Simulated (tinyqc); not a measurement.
CIS on RHF in the sto-3g basis, frozen core, for H2O, spin multiplicity 1, step by step. One step of it, computed by the program tinyqc.

Problem. CIS matrix, singlets. A(ia,jb) = (e_a - e_i) d_ij d_ab + 2 (ia|jb) - (ij|ab).

orbital energies (hartree): MO1 -20.226677, MO2 -1.264253, MO3 -0.637558, MO4 -0.433653, MO5 -0.384902, MO6 0.601453, MO7 0.785109

Two-electron integrals over orbitals (pq|rs), unique and non-zero (hartree); the lowest 1 orbital is frozen and left out:
```
p,q,r,s,(pq|rs)
2,2,2,2,0.725697
3,2,3,2,0.146732
3,3,2,2,0.644278
3,3,3,3,0.634456
4,2,2,2,0.005740
4,2,3,3,0.007170
4,2,4,2,0.124991
4,3,3,2,0.020079
4,3,4,3,0.044956
4,4,2,2,0.683465
4,4,3,3,0.602462
4,4,4,2,-0.105250
4,4,4,4,0.801326
5,2,5,2,0.144603
5,3,5,3,0.028830
5,4,5,2,-0.044466
5,4,5,4,0.055483
5,5,2,2,0.747349
5,5,3,3,0.629120
5,5,4,2,-0.063684
5,5,4,4,0.737766
5,5,5,5,0.880159
6,2,2,2,0.141191
6,2,3,3,0.072491
6,2,4,2,0.021397
6,2,4,4,0.096776
6,2,5,5,0.160305
6,2,6,2,0.100933
6,3,3,2,-0.046229
6,3,4,3,-0.028210
6,3,6,3,0.076032
6,4,2,2,0.092067
6,4,3,3,0.040720
6,4,4,2,-0.018902
6,4,4,4,0.112917
6,4,5,5,0.107705
6,4,6,2,0.062420
6,4,6,4,0.060913
6,5,5,2,0.061454
6,5,5,4,-0.002688
6,5,6,5,0.039354
6,6,2,2,0.606408
6,6,3,3,0.569217
6,6,4,2,0.061223
6,6,4,4,0.544022
6,6,5,5,0.582463
6,6,6,2,0.090419
6,6,6,4,0.043120
6,6,6,6,0.589990
7,2,3,2,0.040790
7,2,4,3,-0.031596
7,2,6,3,0.035193
7,2,7,2,0.061797
7,3,2,2,0.141358
7,3,3,3,0.092221
7,3,4,2,-0.070491
7,3,4,4,0.167108
7,3,5,5,0.190673
7,3,6,2,0.078827
7,3,6,4,0.070932
7,3,6,6,0.037152
7,3,7,3,0.149423
7,4,3,2,-0.073947
7,4,4,3,0.005151
7,4,6,3,0.043959
7,4,7,2,-0.017291
7,4,7,4,0.065111
7,5,5,3,0.023828
7,5,7,5,0.024829
7,6,3,2,0.103401
7,6,4,3,0.045440
7,6,6,3,-0.070381
7,6,7,2,-0.007768
7,6,7,4,-0.056259
7,6,7,6,0.119871
7,7,2,2,0.627381
7,7,3,3,0.613393
7,7,4,2,-0.015821
7,7,4,4,0.616512
7,7,5,5,0.631120
7,7,6,2,0.070764
7,7,6,4,0.040850
7,7,6,6,0.564049
7,7,7,3,0.100417
7,7,7,7,0.625233
```

Give: CIS matrix A, singlet.

Solution.

CIS matrix A, singlet (hartree), lower triangle:
```
,2>6,2>7,3>6,3>7,4>6,4>7,5>6,5>7
2>6,1.461
2>7,0.000,1.546
3>6,0.000,-0.033,0.822
3>7,0.054,0.000,0.000,1.108
4>6,0.064,0.000,0.000,0.096,0.613
4>7,0.000,-0.019,0.042,0.000,0.000,0.732
5>6,0.000,0.000,0.000,0.000,0.000,0.000,0.483
5>7,0.000,0.000,0.000,0.000,0.000,0.000,0.000,0.589
```
